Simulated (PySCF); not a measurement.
## Worked example: correlation energy of BH⁻, quartet

Geometry: a point of a stretch scan, not a stationary point.

```xyz
2

B     0.0000    0.0000    0.0000
H     0.0000    0.0000    2.2620
```

Basis aug-cc-pVDZ; PySCF 2.14.0. Correlated methods freeze the noble-gas cores, which leaves 5 electrons in 31 orbitals. Prefix R: restricted or restricted open-shell reference; prefix U: unrestricted.

Full CI is exact within this basis and frozen core; it isn't the basis-set limit. The frozen core follows each run's orbitals, which can shift R against U totals by a few meV.

Restricted and unrestricted runs freeze slightly different cores, so the step to full CI, which has another core, is uncertain by up to 0.1 kcal/mol.

| level | total energy (hartree) |
| --- | --- |
| UHF | -25.025533 |
| UMP2 | -25.080480 |
| UCCSD | -25.106466 |
| UCCSD(T) | -25.110007 |
| UCCSDT | -25.111475 |
| full CI | -25.111684 |

Q: What is the correlation energy at full CI, and what share of it do UMP2 and UCCSD recover?

A: E(corr) = -25.111684 − (-25.025533) = -0.086151 hartree = -2.344 eV. UMP2: -0.054947 / -0.086151 = 63.78 %. UCCSD: -0.080933 / -0.086151 = 93.94 %.

Q: By how many kcal/mol does UCCSD(T) miss full CI (1 hartree = 627.509 kcal/mol), and which steps make up the rest?

A: -25.110007 − (-25.111684) = 0.001677 hartree = 1.05 kcal/mol. Steps: UCCSDT − UCCSD(T) = -0.92, full CI − UCCSDT = -0.13 kcal/mol. Differences between like states or geometries often cancel part of this.
